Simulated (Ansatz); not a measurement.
Born–Oppenheimer molecular dynamics of C₃H₇NO (12 atoms, charge 0, multiplicity 1). It starts from a relaxed structure.

Level of theory: RKS PBE/6-31G in Ansatz.

```
ensemble        : NVT, Langevin thermostat
time step       : 0.25 fs
steps asked     : 436
set temperature : 400 K
friction        : 0.001 /fs
seed            : 360459
```

First frame:

```xyz
12
Properties=species:S:1:pos:R:3
C -0.933 -0.911 0.060
C 0.055 0.242 0.339
N 1.422 -0.263 0.297
C -0.105 1.287 -0.766
O -0.699 2.374 -0.635
H -1.973 -0.548 0.071
H -0.829 -1.691 0.836
H -0.721 -1.367 -0.923
H -0.227 0.730 1.299
H 2.151 0.353 0.649
H 1.556 -1.243 0.533
H 0.380 0.982 -1.726
```

(1) How far do the bonds stretch over the last three quarters of this one trajectory? (Pairs bonded in most of those frames.)

Results:

(1) 
| bond | mean (Å) | spread (Å) | shortest | longest |
| --- | --- | --- | --- | --- |
| C1–C2 | 1.553 | 0.016 | 1.52 | 1.58 |
| C1–H6 | 1.105 | 0.030 | 1.06 | 1.15 |
| C1–H7 | 1.108 | 0.022 | 1.07 | 1.14 |
| C1–H8 | 1.107 | 0.019 | 1.07 | 1.14 |
| C2–N3 | 1.462 | 0.015 | 1.43 | 1.49 |
| C2–C4 | 1.534 | 0.018 | 1.49 | 1.56 |
| C2–H9 | 1.121 | 0.050 | 1.04 | 1.21 |
| N3–H10 | 1.019 | 0.013 | 0.99 | 1.04 |
| N3–H11 | 1.020 | 0.021 | 0.98 | 1.07 |
| C4–O5 | 1.247 | 0.021 | 1.21 | 1.28 |
| C4–H12 | 1.119 | 0.016 | 1.09 | 1.15 |

Mean temperature of the second half: 201 K. The mean temperature of the second half is 50 % below the set value. A run of 0.11 ps of so small a system gives no equilibrium averages. Limits of this set-up: no polarisation functions.

Run time: 20 min on 1 CPU thread of a shared host.
